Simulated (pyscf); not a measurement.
Thermochemistry of product channels of HCl + OH• on the doublet surface, in kcal/mol, from ωB97M-D3(BJ)/def2-TZVP energies (ideal gas, 1 atm, RRHO with modes under 100 cm⁻¹ raised to 100, one conformer, R ln 2 for rigid chiral ones). PySCF, gas phase, ωB97X-D3(BJ)/def2-SVP geometries.

| products | ΔE | ΔH(298 K) | ΔG(298 K) | ΔG(900 K) |
|---|---|---|---|---|
| Cl• + H₂ + O [triplet] | +103.6 | +101.1 | +95.6 | ? |
| Cl• + H₂O | ? | -12.7 | -11.5 | -8.7 |

**Question.** Fill in the missing entries.

**Answer.** 
- Cl• + H₂ + O [triplet], ΔG(900 K): +83.3
- Cl• + H₂O, ΔE: -16.2

These are energies of the channels, which say nothing of barriers. Left out: orbital degeneracy and the spin-orbit lowering of Cl, OH, O.
